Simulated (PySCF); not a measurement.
Saddle point of BPNH7, singlet (BNH₄ ([BH2][NH2]) + PH₃ → BPH₄ ([BH2][PH2]) + NH₃ (still joined by a long B–N bond); bonds formed: B1–P6, N2–H5; bonds broken: H5–P6; bonds weakened to dative contacts: B1–N2), PBE0-D4/def2-TZVP structure:

```
10
angstrom
B 0.0498 -0.7383 0.4662
N 1.0235 0.4779 0.6829
H 0.5839 -1.7176 0.0093
H -0.6972 -0.9435 1.3894
H 0.2457 1.1346 -0.4310
P -0.9370 0.2250 -1.0029
H 1.9981 0.2816 0.4933
H 0.9591 0.9195 1.5912
H -0.9372 -0.2457 -2.3334
H -2.2886 0.6066 -0.8650
```

Energies are electronic, without zero-point energy. Barriers and step energies count from the start structure reached by relaxing down the imaginary mode; all methods use the PBE0-D4 structures, on which another method's saddle can fall below an end. PySCF 2.14 with density fitting (its default auxiliary sets; JK sets also for MP2 and CCSD(T)); basis: def2-TZVPP, with def2-QZVPP for the basis limit; cores frozen in the correlated methods. B3LYP uses VWN-RPA correlation. Extrapolation: Hartree–Fock as exp(−7.88 √X), correlation as X^−2.97.

```json
{"method": "SPW92", "barrier (kJ/mol)": "77.4", "step energy (kJ/mol)": "-27.6"}
{"method": "PBE-D4", "barrier (kJ/mol)": "114.7", "step energy (kJ/mol)": "-1.9"}
{"method": "r2SCAN-D4", "barrier (kJ/mol)": "133.1", "step energy (kJ/mol)": "3.5"}
{"method": "PBE0-D4", "barrier (kJ/mol)": "129.9", "step energy (kJ/mol)": "-4.4"}
{"method": "B3LYP-D4", "barrier (kJ/mol)": "?", "step energy (kJ/mol)": "22.3"}
{"method": "BHLYP-D4", "barrier (kJ/mol)": "?", "step energy (kJ/mol)": "22.2"}
{"method": "wB97M-V", "barrier (kJ/mol)": "?", "step energy (kJ/mol)": "13.9"}
{"method": "HF", "barrier (kJ/mol)": "239.9", "step energy (kJ/mol)": "49.6"}
{"method": "MP2", "barrier (kJ/mol)": "150.0", "step energy (kJ/mol)": "5.1"}
{"method": "CCSD", "barrier (kJ/mol)": "174.6", "step energy (kJ/mol)": "15.6"}
{"method": "CCSD(T)", "barrier (kJ/mol)": "161.2", "step energy (kJ/mol)": "11.0"}
```

Problem. Fill in the withheld barriers. (To be estimated.)

Solution. The calculation gives: B3LYP-D4 158.2; BHLYP-D4 178.3; wB97M-V 160.6 kJ/mol. Each is the energy of the saddle less that of the start structure, by the same method.

For comparison, the barrier by CCSD(T) at an estimated basis limit (MP2 extrapolated from triple and quadruple zeta, plus CCSD(T) − MP2 in triple zeta) is 156.0 kJ/mol.

T1 diagnostic: at most 0.013.

Labels in which every atom is bracketed show which atoms are joined, not bond orders.

For scale, one of the runs: CCSD(T)/def2-TZVPP, 202 basis functions, launched by `OMP_NUM_THREADS=4 python run.py`. Time: 4.9 min of wall clock on 4 CPU threads of an Arm Neoverse V2; the host was shared. Peak host memory: 2.3 GiB.
